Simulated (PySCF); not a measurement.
# C₄H₆FN: geometry, NMR shifts, spin-spin couplings, electronic excitations and core binding energies

What NMR shifts, spin-spin couplings, electronic excitations and core binding energies should C₄H₆FN (`N=C1CC(F)C1`) show?

Computed with PySCF 2.14.0, with density-fitted response routines of our own, on a single molecule in the gas phase. Atoms are numbered from 0 throughout.

### Step 1. The molecule as given

12 atoms, charge 0, multiplicity 1; geometry from: MMFF94s.

Bonds of the start (Å): N0–C1 1.28, C1–C2 1.50, C2–C3 1.56, C3–F4 1.35, C3–C5 1.56, C5–C1 1.50, N0–H6 1.03, C2–H7 1.09, C2–H8 1.09, C3–H9 1.10, C5–H10 1.09, C5–H11 1.09.

### Step 2. Geometry optimisation at PBE0-D3(BJ)/def2-SVP

What the job is given:

```
{"job": {"xc": "PBE0", "basis": "def2-SVP", "d3": "d3bj", "grid": 1, "kind": "geom"}, "charge": 0, "multiplicity": 1}
N      2.006544    -0.829892     0.123741
C      0.811540    -0.374339     0.111079
C     -0.527116    -1.059092     0.167207
C     -1.131877     0.311954    -0.266650
F     -2.155231     0.763687     0.494582
C      0.241652     1.011444    -0.019436
H      2.684081    -0.061898     0.052026
H     -0.652748    -1.873132    -0.549242
H     -0.804584    -1.383480     1.173381
H     -1.404094     0.316940    -1.330631
H      0.631678     1.586630    -0.861296
H      0.300156     1.591178     0.905239
```

Launch:

```
OMP_NUM_THREADS=1 python probes_run.py task.json out
```

One launch serves the whole session: the jobs run in the order shown.

**Question.** This job is followed by: GIAO PBE0/pcSseg-1 NMR shielding, non-relativistic, gas phase; B3LYP/pcJ-1 indirect spin-spin coupling, non-relativistic, gas phase; TDDFT wB97X-D/def2-SVPD, vertical, gas phase, core orbitals frozen in the response; GIAO wB97X-D/pcSseg-2 NMR shielding, non-relativistic, gas phase; delta-SCF UKS SCAN, pcX-2 on the ionised atom, pcseg-1 elsewhere, spin-free X2C. What will the session give for the following? point group; rotational constants (main isotopes); 13C shifts against TMS (PBE0/pcSseg-1); 1H shifts against TMS (PBE0/pcSseg-1); 15N shifts against NH3 (PBE0/pcSseg-1); 19F shifts against CFCl3 (PBE0/pcSseg-1); surface potential, 1st and 99th percentile; largest coupling of the table (B3LYP/pcJ-1); lowest singlet (wB97X-D/def2-SVPD); brightest single state of those computed; lowest triplet; vertical ionisation energy (ΔSCF); C1s binding energies, SCAN/pcX-2 (standing for 3 of 4 atoms); N1s binding energies, SCAN/pcX-2; F1s binding energies, SCAN/pcX-2; range of the shift of C1.

The runs gave:

```
                                                    quantity                                   value
                                                 point group                                      C1
                        rotational constants (main isotopes)                   10.20, 2.42, 2.09 GHz
                      13C shifts against TMS (PBE0/pcSseg-1)             176.5, 79.0, 50.0, 48.4 ppm
                       1H shifts against TMS (PBE0/pcSseg-1)  9.74, 4.80, 3.14, 3.00, 3.00, 2.72 ppm
                      15N shifts against NH3 (PBE0/pcSseg-1)                               341.0 ppm
                    19F shifts against CFCl3 (PBE0/pcSseg-1)                              -193.3 ppm
                       surface potential, 1st and 99th percentile                      -1.84 V and 1.42 V
                 largest coupling of the table (B3LYP/pcJ-1)                1J(C,F) C3–F4, -273.3 Hz
                          lowest singlet (wB97X-D/def2-SVPD)             5.31 eV (234 nm), f = 0.003
                    brightest single state of those computed             state 3, 7.74 eV, f = 0.149
                                              lowest triplet                                 4.62 eV
                           vertical ionisation energy (ΔSCF)                                 9.93 eV
C1s binding energies, SCAN/pcX-2 (standing for 3 of 4 atoms)      C3 293.28, C5 291.16, C2 291.05 eV
                            N1s binding energies, SCAN/pcX-2                            N0 404.58 eV
                            F1s binding energies, SCAN/pcX-2                            F4 692.61 eV
                                    range of the shift of C1                      176.5 to 185.8 ppm
```

What this shows: Relaxing lowered the energy by 0.101 eV in 12 steps; the close pair that moved most is C3–C5, from 1.561 to 1.538 Å. No frequency check was run at this level, so the end point may be a saddle. At PBE0/pcSseg-1: The largest span, 603 ppm, is at N0, where the paramagnetic term is -397 ppm. At PBE0/pcSseg-1, counted by nearest atom on the grid, the HOMO lies on N0 56 %; C1, C5 about 10 % each, the LUMO on C1 34 %; N0 28 %. Of the pairs tabulated at B3LYP/pcJ-1, C3–F4 couples most strongly (-273.3 Hz; Fermi contact -306.4 Hz). Couplings across rotatable bonds belong to this one conformer; where others are populated, the observed values are averages. The lowest singlet, at 5.31 eV, is HOMO→LUMO 0.96 and is weak; of the 10 states computed, the strongest absorption comes from state 3 at 7.74 eV. The lowest triplet lies 0.68 eV below the lowest singlet (triplets in Tamm-Dancoff, singlets in full TDDFT). The orbital energy would give 9.56 eV for ionisation, ΔSCF gives 9.93 eV. C3 (sp3 CH bonded to F) binds its C1s electron 2.23 eV more tightly than C2 (sp3 CH2 in a ring). Only 3 of the 4 C atoms are covered by sound results. In ppm, C1 moves most: its shift spreads over 9.3 ppm, from 176.5 (PBE0/pcSseg-1) to 185.8 (wB97X-D/pcSseg-2).
